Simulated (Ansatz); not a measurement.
A run of Ansatz (development build ahead of 0.2.0) on doublet C₃H₄(+) at this shape:

```yaml
atoms:
  - { symbol: C, position_ang: [-0.2372, 1.0111, -0.8940] }
  - { symbol: C, position_ang: [0.0004, -0.0069, 0.0151] }
  - { symbol: C, position_ang: [0.2444, -0.9931, 0.8717] }
  - { symbol: H, position_ang: [-1.1016, 0.9672, -1.5775] }
  - { symbol: H, position_ang: [0.3710, 1.9222, -0.9089] }
  - { symbol: H, position_ang: [0.4447, -0.8670, 1.9407] }
  - { symbol: H, position_ang: [0.1612, -2.0668, 0.6633] }
```

Its results:

```
Converged                       : yes
Reference energy                : -115.46362 hartree
Correlation energy              : -0.34019 hartree
Total energy                    : -115.80381 hartree
Spin squared of the determinant : 0.883
Stability test                  : minimum
```

Forces (eV/Å):
```
atom      Fx      Fy      Fz
  C1   0.122  -2.167   2.052
  C2   0.055   0.559  -0.703
  C3  -0.755   1.209  -0.929
  H4   0.012  -0.073   0.240
  H5   0.367  -0.129  -0.093
  H6  -0.042   0.675   0.222
  H7   0.240  -0.074  -0.788
```

**Question.** Which input gives this output? Name the method, the orbitals and the basis set, and write the input.

**Answer.** UHF-MP2 in def2-SVP.

```yaml
crystal:
  periodic: [false, false, false]
  atoms:
    - { symbol: C, position_ang: [-0.23725, 1.01109, -0.89397] }
    - { symbol: C, position_ang: [0.00041, -0.00693, 0.01507] }
    - { symbol: C, position_ang: [0.24437, -0.99313, 0.87168] }
    - { symbol: H, position_ang: [-1.10159, 0.96719, -1.57754] }
    - { symbol: H, position_ang: [0.37096, 1.92219, -0.90892] }
    - { symbol: H, position_ang: [0.44469, -0.867, 1.94071] }
    - { symbol: H, position_ang: [0.16119, -2.06681, 0.6633] }
basis:
  gaussian: { orbitals: def2-SVP }
total_charge: 1
magnetization:
  spin_polarized: true
  initial_magnetization: 1
hamiltonian:
  xc: hf
correlation:
  method: mp2
  frozen_orbitals: { C: 1, H: 0 }
output:
  forces: true
```

Caution: the unrestricted determinant is spin contaminated; MP2 on this radical cation hangs on the determinant chosen.
